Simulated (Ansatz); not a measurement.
`C#CN` + H₂ → acetylene + NH₃ at 700 K and 1 bar (hydrogenolysis of a C–N bond).

Calculated with Ansatz (gas phase, PBE0-D4/def2-TZVP geometries, no zero-point term in ΔE). CCSD(T)/CBS is extrapolated from def2-TZVPP and def2-QZVPP, frozen cores. One conformer a species, not always the lowest.

| species | CCSD(T)/CBS energy (Eh) | H − E (kJ/mol) | S (J/(mol·K)) |
| --- | --- | --- | --- |
| `C#CN` | -132.52228 | 160.3 | 317.0 |
| H₂ | -1.17463 | 46.8 | 155.3 |
| `C#C` | -77.22259 | 102.1 | 244.4 |
| NH₃ | -56.50568 | 116.9 | 226.5 |

H − E and S are ideal-gas, rigid-rotor, harmonic terms from PBE0-D4/def2-TZVP, for one conformer and one mirror image of each species. 1 Eh = 2625.50 kJ/mol, R = 8.31446 J/(mol·K).

Task: By hand: ΔE, ΔH, ΔS and ΔG.

Result: ΔE = (-77.22259) + (-56.50568) − (-132.52228) − (-1.17463) = -0.03136 Eh = -82.3 kJ/mol. Δ(H − E) = 102.1 + 116.9 − 160.3 − 46.8 = 11.9, so ΔH = -70.4 kJ/mol. ΔS = 244.4 + 226.5 − 317.0 − 155.3 = -1.4 J/(mol·K). ΔG = -70.4 − 700 × (-1.4)/1000 = -69.4 kJ/mol.

Task: By hand: the equilibrium constant, and the temperature at which ΔG would vanish if ΔH and ΔS stayed fixed.

Result: log₁₀ K = −ΔG/(RT ln 10) = 5.2. ΔG = 0 at ΔH/ΔS = 50286 K, far beyond where these terms or the molecules hold.

The number of gas molecules stays the same, so ΔS is small and ΔH decides. A doubt of 5 kJ/mol in ΔE shifts log₁₀ K by 0.4 here. Other conformers and mirror images would add mixing entropy, several J/(mol·K) or more a flexible species. These are equilibria of isolated gas molecules and say nothing of rates. Largest T1 diagnostic: 0.013 (customary marks: 0.02 for closed shells, 0.045 for open ones).
